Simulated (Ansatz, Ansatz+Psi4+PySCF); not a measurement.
```csv
atom,x (Å),y (Å),z (Å)
O,0.0000,0.0000,0.7476
O,0.0000,0.0000,-0.7476
```

Basis set: cc-pVTZ (spherical functions). Left uncorrelated: 2 orbitals. Correlation on ROHF uses semicanonical orbitals with singles. Charge 0, multiplicity 3.

Computed with Ansatz (development build ahead of 0.2.0); each method stands on the lowest determinant of its kind that the runs found.

(1) Give the atomization energy at this shape (free ground-state atoms in the same class of orbitals less the molecule, no zero-point energy) of triplet O2 by UHF-CCSD(T), UHF-CCSD, ROHF-MP2, UHF-MP2, ROHF-CCSDT, UHF.

Results:

(1)

| method | atomization energy |
| --- | --- |
| UHF-CCSD(T) | 3.29 eV |
| UHF-CCSD | 2.73 eV |
| ROHF-MP2 | 2.38 eV |
| UHF-MP2 | 2.25 eV |
| ROHF-CCSDT | 3.33 eV |
| UHF | -0.66 eV |

Caution: the determinant breaks the point group; the shape is not the minimum. Caution for UHF-CCSD(T), UHF-CCSD, ROHF-MP2, UHF-MP2, ROHF-CCSDT: large amplitudes, a single reference is doubtful. Caution for ROHF-MP2, UHF-MP2: another reference gives a lower total.
